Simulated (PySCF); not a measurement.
carbon tetrachloride (CCl₄), SMILES ClC(Cl)(Cl)Cl.

Coordinates come from a B3LYP-D3(BJ)/def2-SVP optimisation.

Two levels are set side by side: TDDFT-PBE/def2-SVPD (PySCF) and TDDFT-PBE0/def2-SVPD (PySCF). Vertical, same geometry. The lowest singlet is HOMO−2→LUMO 99 % with PBE and HOMO−1→LUMO 97 % with the other functional; states are paired by order. Differences are taken from unrounded values.

```
quantity                              TDDFT-PBE0
------------------------------------  ----------
lowest singlet excitation (eV)              5.87
lowest triplet excitation (TDA) (eV)        5.33
```

### Question
What does TDDFT-PBE give, and how far is it from TDDFT-PBE0? (An estimate is asked for; the answer gives what the named calculation found.)

### Answer

```
quantity                              TDDFT-PBE  TDDFT-PBE minus TDDFT-PBE0
------------------------------------  ---------  --------------------------
lowest singlet excitation (eV)             5.04                       -0.82
lowest triplet excitation (TDA) (eV)       4.74                       -0.59
```

A lower first singlet is the usual sign of a functional without exact exchange. Differences between two approximate levels are no errors against the true value.

Rough cost on one machine, each run with all the roots and properties that it gave: TDDFT-PBE0 against TDDFT-PBE about 3 times.
